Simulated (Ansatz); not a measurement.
**H2Se, singlet: stretch scan**

Starting geometry (PBE0/def2-TZVP stationary point for this spin, not checked as a minimum):

```xyz
3

Se    0.0000   -0.0256    0.0000
H     0.0000    1.0009   -1.0478
H     0.0000    1.0009    1.0478
```

From there H3 moves along the line of the two atoms named below, all else staying in place; atoms are numbered as listed. Energies are in kcal/mol, counted from the starting geometry at the same level.

Basis 6-31G (Cartesian d functions); Ansatz 0.2.0. Only valence electrons are correlated (noble-gas cores and the filled d shells of p-block atoms frozen). R marks a restricted (for open shells ROHF) determinant. No spin–orbit coupling is included, and no scalar relativity.

Full CI is exact within this basis and frozen core; it isn't the basis-set limit.

```csv
distance Se1-H3 (Å),RMP2
1.146,49.4
1.349,5.5
1.467,0.0
1.618,3.1
1.758,11.1
1.976,27.2
2.305,51.6
2.647,72.4
3.229,93.3
3.992,96.0
4.888,77.1
```

**Question.** Estimate the full CI curve in 6-31G from this one, knowing how RMP2 errs.

**Answer.** The computed full CI values, in kcal/mol from the starting point, and the error of RMP2 against them:
| distance Se1-H3 (Å) | full CI | RMP2 less full CI |
| --- | --- | --- |
| 1.146 | 50.7 | -1.3 |
| 1.349 | 6.1 | -0.6 |
| 1.467 | 0.0 | 0.0 |
| 1.618 | 2.1 | 1.0 |
| 1.758 | 8.9 | 2.3 |
| 1.976 | 22.2 | 4.9 |
| 2.305 | 41.0 | 10.6 |
| 2.647 | 54.3 | 18.2 |
| 3.229 | 63.9 | 29.4 |
| 3.992 | 66.4 | 29.6 |
| 4.888 | 66.7 | 10.4 |

Full CI's occupations show more than one leading determinant at 2.647, 3.229, 3.992, 4.888.

The error spans 30.9 kcal/mol and is largest, 29.6 kcal/mol, at 3.992 Å.
